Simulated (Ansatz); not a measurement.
# C3H3F: a ladder of functionals and wavefunction methods

How much do the methods differ for C3H3F? The plan is to run it at one geometry with functionals of several rungs and with coupled cluster. The yardstick is the atomisation energy at the CCSD(T) limit.

Computed with Ansatz 0.2.0, Gaussian basis. Level: functionals in def2-TZVPP, the program's frozen cores in correlated methods.

Levels to be run: LDA (SPW92), PBE-D4, revPBE-D4, BLYP-D4, r2SCAN-D4, B97M-V, PBE0-D4, B3LYP-D4, r2SCANh-D4, r2SCAN0-D4, HSE06-D4, BHLYP-D4, CAM-B3LYP-D4, LC-ωPBE, ωB97X-V, ωB97M-V, B2PLYP, PBE-QIDH; CCSD(T)/def2-SVP; CCSD(T)/def2-TZVPP; MP2/def2-QZVPP; extrapolation to the limit; RPA on PBE.

### Step 1. The geometry

All runs share one geometry, relaxed beforehand with PBE0-D4 in a triple-zeta def2 set.

SMILES `C=C=CF`, 7 atoms, charge 0, spin multiplicity 1.

Atoms are counted from 1 here; the program's logs count them from 0.

Bond lengths: C1–C2 1.299 Å, C1–H5 1.086 Å, C1–H6 1.086 Å, C2–C3 1.299 Å, C3–F4 1.343 Å, C3–H7 1.083 Å. Angles: C2–C1–H5 121.4°, C2–C1–H6 121.4°, H5–C1–H6 117.2°, C1–C2–C3 177.9°, C2–C3–F4 122.6°, C2–C3–H7 124.4°, F4–C3–H7 113.0°.

### Step 2. LDA

This LDA is Slater exchange with PW92 correlation.

Input file in.yaml:

```yaml
crystal:
  periodic: [false, false, false]
  atoms:
    - {symbol: C, position_ang: [-0.891666, 0.967471, 0.011951]}
    - {symbol: C, position_ang: [-0.009169, 0.014465, 0.000682]}
    - {symbol: C, position_ang: [0.888232, -0.924463, 0.032207]}
    - {symbol: F, position_ang: [1.051708, -1.802283, -0.971473]}
    - {symbol: H, position_ang: [-1.888572, 0.810574, 0.414026]}
    - {symbol: H, position_ang: [-0.665622, 1.952493, -0.386472]}
    - {symbol: H, position_ang: [1.576290, -1.086258, 0.853380]}
basis:
  gaussian: {orbitals: def2-TZVPP}
hamiltonian: {xc: lda}
output: {orbitals: {seedname: orbitals}}
```

On the command line:

```bash
ansatz run in.yaml --threads 2 --pin off --events-out ev --progress --plain --max-ram 4352MiB
```

After this run come: PBE-D4 (GGA); revPBE-D4 (GGA); BLYP-D4 (GGA); r2SCAN-D4 (meta-GGA); B97M-V (meta-GGA); B3LYP-D4 (hybrid); r2SCANh-D4 (hybrid); r2SCAN0-D4 (hybrid); HSE06-D4 (hybrid); BHLYP-D4 (hybrid); CAM-B3LYP-D4 (range-separated); LC-ωPBE (range-separated); ωB97X-V (range-separated); ωB97M-V (range-separated); B2PLYP (double hybrid); PBE-QIDH (double hybrid); CCSD(T) in def2-SVP; CCSD(T) in def2-TZVPP; MP2 in def2-QZVPP; RPA on PBE orbitals.

Before running them: what should the planned runs give, taken together? Wanted: atomisation energy, CCSD(T)/CBS; farthest beyond LDA; mean size of error, GGA; mean size of error, meta-GGA; mean size of error, hybrid; mean size of error, range-separated; mean size of error, double hybrid; gap, smallest and largest; T1 diagnostic.

**Answer**, as computed:

```
                               quantity                                           value
        atomisation energy, CCSD(T)/CBS                                   2947.8 kJ/mol
 functionals within 14.7 kJ/mol (0.5 %)  r2SCANh-D4, LC-ωPBE, ωB97X-V, B2PLYP, PBE-QIDH
                    farthest beyond LDA                          PBE-D4 (+137.6 kJ/mol)
                mean size of error, GGA                                     76.1 kJ/mol
           mean size of error, meta-GGA                                     26.2 kJ/mol
             mean size of error, hybrid                                     44.0 kJ/mol
    mean size of error, range-separated                                     16.4 kJ/mol
      mean size of error, double hybrid                                      5.8 kJ/mol
              gap, smallest and largest       4.43 eV (LDA (SPW92)), 11.93 eV (LC-ωPBE)
                          T1 diagnostic                                          0.0129
triples share of the correlation energy                                           4.1 %
```

**Reading.** The LDA atomisation energy is off by 518.2 kJ/mol (18 %): it overbinds. PBE-D4 is off by +137.6 kJ/mol. Double hybrids carry the basis error of their MP2 part in triple zeta, and no dispersion term here, so their miss is partly the set-up's. By mean error the best rung here is double hybrid (5.8 kJ/mol) and the worst beyond LDA is GGA (76.1 kJ/mol). The reference freezes the cores and leaves out relativity and excitations past (T), so misses under about 14.7 kJ/mol can't be ranked. Hartree-Fock recovers 72 % of the binding; the rest is correlation. CCSD(T) in def2-SVP is off by -121.6 kJ/mol, which most functionals beat. Orbital gaps span 4.4 to 11.9 eV; exact exchange widens them. The restricted reference is unstable towards a spin-broken one.
